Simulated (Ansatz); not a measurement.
Geometry optimisation, RKS PBE-D4/def2-SVP in Ansatz.

Input file:

```yaml
crystal:
  periodic: [false, false, false]
  atoms:
    - { symbol: C, position_ang: [-0.75781, 0.87726, -0.40781] }
    - { symbol: S, position_ang: [-0.06422, 0.20337, 1.0743] }
    - { symbol: O, position_ang: [0.9806, -1.15464, 0.28124] }
    - { symbol: H, position_ang: [-1.38955, 0.15857, -0.92254] }
    - { symbol: H, position_ang: [0.00477, 1.30164, -1.05511] }
    - { symbol: H, position_ang: [-1.38726, 1.68882, -0.03261] }
    - { symbol: H, position_ang: [1.66757, -0.77506, -0.30391] }
    - { symbol: H, position_ang: [0.41796, -1.77786, -0.22312] }
total_charge: 1
basis:
  gaussian: { orbitals: def2-SVP }
hamiltonian:
  xc: pbe
  dispersion: d4
relax:
  f_tol: 0.015
  max_steps: 40
```

Run as:

```bash
$ ansatz run input.yaml --threads 1 --pin off --max-ram 2048MiB --backend cpu --events-out ev --progress --plain --runs-dir out
```

**Question.** Where does it end, and by what steps?

**Answer.** The forces met the threshold. Limits of this set-up: the dipole of an ion depends on the origin. After 7 steps the energy has fallen by 0.083 eV; H8 moved furthest, 0.20 Å.

```csv
step,energy less start (eV),largest force component (eV/Å),accepted
0,0.0000,0.674,yes
1,-0.0633,0.312,yes
2,-0.0771,0.222,yes
3,-0.0813,0.190,yes
4,-0.0810,0.158,no
5,-0.0824,0.070,yes
6,-0.0833,0.022,yes
7,-0.0834,0.008,yes
```

```xyz
8
Properties=species:S:1:pos:R:3
C -0.789 0.914 -0.447
S -0.056 0.180 0.999
O 0.985 -1.157 0.279
H -1.495 0.251 -0.984
H -0.066 1.430 -1.110
H -1.402 1.710 0.051
H 1.778 -0.883 -0.244
H 0.517 -1.923 -0.133
```

Run time: 24 s on 1 CPU thread of a shared host.
